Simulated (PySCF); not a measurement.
# C4H7F: the cost of one run

Programs: PySCF 2.14.0, with density-fitted response routines of our own. Each step states its level of theory. These are calculated values for one molecule in the gas phase, unless marked as measured. Atoms are numbered from 0 throughout.

### Step 1. Starting geometry

12 atoms, charge 0, multiplicity 1; geometry from: GFN2-xTB. The atoms were then displaced at random by about 0.01 Å, so the start is not that level's minimum.

Bonds of the start (Å): C0–C1 1.33, C1–C2 1.51, C2–C3 1.48, C2–F4 1.38, C0–H5 1.06, C0–H6 1.09, C1–H7 1.08, C2–H8 1.10, C3–H9 1.09, C3–H10 1.13, C3–H11 1.08.

### Step 2. Relaxing the molecule at PBE0-D3(BJ)/def2-SVP

What the job is given:

```
{"job": {"xc": "PBE0", "basis": "def2-SVP", "d3": "d3bj", "grid": 1, "shake": 0.01, "kind": "geom"}, "charge": 0, "multiplicity": 1}
C      1.942440     0.371670    -0.072760
C      0.868270    -0.380110    -0.288420
C     -0.401920    -0.355320     0.526540
C     -1.547420     0.123710    -0.284970
F     -0.237070     0.475570     1.616870
H      2.793010     0.352900    -0.704080
H      1.953550     1.101900     0.735720
H      0.862470    -1.083170    -1.103690
H     -0.577880    -1.346590     0.973350
H     -1.762000    -0.563640    -1.096670
H     -2.474770     0.157700     0.357120
H     -1.378980     1.117120    -0.668030
```

Launch:

```
OMP_NUM_THREADS=1 python probes_run.py task.json out
```

The driver reads the jobs from task.json and runs them one after another.

Q: Estimate the wall time and peak memory of this first job on 1 thread of Arm Neoverse N1, shared host.

About 32 s, with a peak of 0.43 GiB.
